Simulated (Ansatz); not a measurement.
in.yaml

```yaml
crystal:
  periodic: [false, false, false]
  atoms:
    - {symbol: N, position_ang: [0.000000, 0.000000, 0.000000]}
    - {symbol: C, position_ang: [0.000000, 0.000000, 1.339482]}
basis:
  gaussian: {orbitals: cc-pVDZ, fitting: {mean_field: def2-universal-jkfit}}
total_charge: 1
magnetization: {spin_polarized: false, initial_magnetization: 4}
correlation: {active_space: {window: {electrons: 6, orbitals: 5}, fixed_orbitals: true}}
```

```sh
$ ansatz run in.yaml --threads 1 --pin off --events-out ev --progress --plain --max-ram 2393MiB
```

Output:

```
152 factors; integrals over basis functions are off by at most 3.0e-2 eV
mean field evaluation 1: about -2493.3066 eV, gradient 1.0e1 eV
mean field evaluation 2: about -2493.9598 eV, gradient 3.3e0 eV
mean field evaluation 4: about -2494.2311 eV, gradient 1.6e0 eV
mean field evaluation 8: about -2494.3212 eV, gradient 1.4e-2 eV
mean field evaluation 16: about -2494.3212 eV, gradient 1.1e-2 eV
mean field evaluation 32: about -2494.3212 eV, gradient 9.6e-6 eV
mean field -2494.32118454 eV, -91.6646128203 hartree, gradient 9.6e-6 eV, S^2 6.000000; 3 other end points of the search recorded, 0 dependent functions left out
reference -2494.32118454 eV, -91.6646128203 hartree; 8, 4 occupied and 20, 24 virtual orbitals, 152 factors
state -2494.32118454 eV, -91.6646128203 hartree
Total energy: -2494.32118454 eV, -91.6646128203 hartree
```

The active space holds one configuration alone, so it describes no static correlation.

Natural occupations: 2.0000 1.0000 1.0000 1.0000 1.0000.

Ran on 1 thread of Arm Neoverse V1, shared host: 0.15 s wall, 0.06 GiB peak host memory.
